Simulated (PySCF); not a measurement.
**The electron affinity along group 15**

Calculated with PySCF 2.14 from differences of total energies of unrestricted determinants, without spin-orbit coupling. Values in eV. The last column holds reference values (measured affinities from photodetachment; the arrow runs from anion to atom). Unmarked ones compare directly (S terms, centres of terms, or small fine structure); those marked * lie between the lowest fine-structure levels and include a spin-orbit shift.

| element | configurations | CCSD (valence) | CCSDT (valence) | LDA | PBE | PBE0 | r2SCAN | reference |
| --- | --- | --- | --- | --- | --- | --- | --- | --- |
| P (aug-cc-pV(D+d)Z, non-relativistic) | [Ne] 3s2 3p4 → [Ne] 3s2 3p3 | 0.303 | 0.368 | 0.996 | 0.845 | 0.753 | 0.754 | 0.747 * |
| As (aug-cc-pVDZ-PP with ECP10MDF, ECP) | [Ar] 3d10 4s2 4p4 → [Ar] 3d10 4s2 4p3 | 0.312 | 0.368 | 1.011 | 0.796 | 0.708 | 0.752 | 0.804 * |
| Sb (aug-cc-pVDZ-PP with ECP28MDF, ECP) | [Kr] 4d10 5s2 5p4 → [Kr] 4d10 5s2 5p3 | 0.459 | 0.506 | 1.140 | 0.909 | 0.847 | 0.863 | 1.047 * |
| Bi (aug-cc-pVDZ-PP with ECP60MDF, ECP) | [Xe] 4f14 5d10 6s2 6p4 → [Xe] 4f14 5d10 6s2 6p3 | 0.378 | 0.422 | 1.104 | 0.852 | 0.764 | 0.753 | 0.942 * |

The highest occupied level of the anion is positive for P⁻ at LDA, PBE, PBE0, r2SCAN; As⁻ at LDA, PBE, PBE0, r2SCAN; Sb⁻ at LDA, PBE, PBE0, r2SCAN; Bi⁻ at LDA, PBE, PBE0, r2SCAN, so there the basis helps to hold the electron.

For Bi a determinant mixes LS terms or the coupling is close to jj, so these rows are model values.

"Valence" correlates the outer s and p shells and, in groups 3 to 12 and the f block, the outer d or f shell, open or full, or the next shell where the ion has no valence electron left; the wider scheme adds the next inner shell.
